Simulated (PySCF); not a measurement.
## Ionisation energy of F by level of theory

F [He] 2s2 2p5 (2P) → F⁺ [He] 2s2 2p4 (3P), as a difference of total energies. All numbers are calculated (PySCF 2.14, the non-relativistic Hamiltonian (point nucleus), in def2-QZVPPD (8s5p4d2f1g, 66 functions)). Correlated levels: valence and next inner shell: nothing frozen. The calculations carry no spin-orbit coupling.

```json
{"method": "UHF", "ionisation energy (eV)": "15.651", "error (eV)": "-1.776"}
{"method": "MP2 (valence and next inner shell)", "ionisation energy (eV)": "17.373", "error (eV)": "-0.054"}
{"method": "SCS-MP2 (valence and next inner shell)", "ionisation energy (eV)": "17.369", "error (eV)": "-0.058"}
{"method": "CCSD (valence and next inner shell)", "ionisation energy (eV)": "17.263", "error (eV)": "-0.164"}
{"method": "CCSD(T) (valence and next inner shell)", "ionisation energy (eV)": "17.325", "error (eV)": "-0.102"}
```

Reference: 17.427 eV (measured; NIST levels, between the centres of gravity of the two terms).

Errors of the correlated levels include the incompleteness of this basis.
